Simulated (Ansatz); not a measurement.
Species: propan-2-one, C₃H₆O (charge 0, singlet). 
Geometry from a B3LYP-D3(BJ)/def2-TZVP (Ansatz, an electronic-structure program) optimisation:
```
C
O 1 1.2088
C 1 1.5128 2 121.80
H 3 1.0873 1 110.09 2 0.36
H 3 1.0930 4 109.79 1 -121.49
H 3 1.0930 4 109.75 5 -117.13
C 1 1.5128 2 121.80 3 180.00
H 7 1.0873 1 110.09 2 0.36
H 7 1.0930 8 109.79 1 -121.49
H 7 1.0930 8 109.75 9 -117.13
```
Charge 0, spin multiplicity 1.

Parts of the frozen-core correlation energy in aug-cc-pVDZ (Ansatz, hartree). Frozen orbitals: 4; correlated occupied orbitals by spin: 12 and 12; virtual: 130 and 130. No spin-orbit coupling. No relativistic terms.

```tsv
term	value
reference (HF)	-191.98892
MP2 opposite-spin	-0.47302
MP2 same-spin	-0.15301
CCSD correlation	-0.66502
(T)	-0.02333
T1 diagnostic	0.014
largest doubles amplitude	0.029
```
